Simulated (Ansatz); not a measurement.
# SiCl2: a ladder of functionals and wavefunction methods

One table from this session's results is given with a row withheld; the runs are named, their logs left out.

Computed with Ansatz 0.2.0, Gaussian basis. Level: functionals in def2-TZVPP, the program's frozen cores in correlated methods.

Plan: LDA (SPW92), PBE-D4, revPBE-D4, BLYP-D4, r2SCAN-D4, B97M-V, PBE0-D4, B3LYP-D4, r2SCANh-D4, r2SCAN0-D4, HSE06-D4, BHLYP-D4, CAM-B3LYP-D4, LC-ωPBE, ωB97X-V, ωB97M-V, B2PLYP, PBE-QIDH; CCSD(T)/def2-SVP; CCSD(T)/def2-TZVPP; CCSD(T)/def2-QZVPP; extrapolation to the limit; RPA on PBE.

## Structure used throughout

An earlier PBE0-D4 in a triple-zeta def2 set relaxation fixed the geometry.

3 atoms, charge 0, spin multiplicity 1.

Atoms are counted from 1 here; the program's logs count them from 0.

Bond lengths: Cl1–Si2 2.077 Å, Si2–Cl3 2.077 Å. Angles: Cl1–Si2–Cl3 101.3°.

Set-up of the first run:

in.yaml

```yaml
crystal:
  periodic: [false, false, false]
  atoms:
    - {symbol: Cl, position_ang: [0.293807, 1.603811, 0.338022]}
    - {symbol: Si, position_ang: [-0.770143, -0.010439, -0.422046]}
    - {symbol: Cl, position_ang: [0.476336, -1.593372, 0.084025]}
basis:
  gaussian: {orbitals: def2-TZVPP}
hamiltonian: {xc: lda}
output: {orbitals: {seedname: orbitals}}
```

Among the steps run: LDA; PBE-D4 (GGA); revPBE-D4 (GGA); BLYP-D4 (GGA); r2SCAN-D4 (meta-GGA); B97M-V (meta-GGA); PBE0-D4 (hybrid); B3LYP-D4 (hybrid); r2SCANh-D4 (hybrid); r2SCAN0-D4 (hybrid); HSE06-D4 (hybrid); BHLYP-D4 (hybrid); CAM-B3LYP-D4 (range-separated); LC-ωPBE-D4 (range-separated; the results give it without D4); ωB97X-V (range-separated); ωB97M-V (range-separated); B2PLYP (double hybrid); PBE-QIDH (double hybrid).

One of the session's tables, all rows but one given; the rest of the session is left out.

It belongs to the step «Orbital energies across the functionals». 

```
  functional  HOMO (eV)  LUMO (eV)  gap (eV)
 LDA (SPW92)      -6.76      -3.80      2.96
      PBE-D4      -6.64      -3.62      3.01
   revPBE-D4          ?          ?         ?
     BLYP-D4      -6.50      -3.45      3.05
   r2SCAN-D4      -6.86      -3.57      3.29
      B97M-V      -6.94      -3.48      3.46
     PBE0-D4      -7.74      -2.86      4.88
    B3LYP-D4      -7.55      -3.01      4.54
  r2SCANh-D4      -7.27      -3.27      3.99
  r2SCAN0-D4      -7.88      -2.82      5.05
    HSE06-D4      -7.35      -3.24      4.11
    BHLYP-D4      -8.73      -1.93      6.79
CAM-B3LYP-D4      -9.01      -1.75      7.26
     LC-ωPBE     -10.29      -0.72      9.57
     ωB97X-V      -9.96      -0.76      9.20
     ωB97M-V      -9.79      -0.82      8.97
```

Q: Estimate the row for revPBE-D4 from the others.

The run gave: HOMO (eV): -6.59; LUMO (eV): -3.56; gap (eV): 3.03. In the column «HOMO (eV)» it lies between PBE-D4 (-6.64) and BLYP-D4 (-6.50).
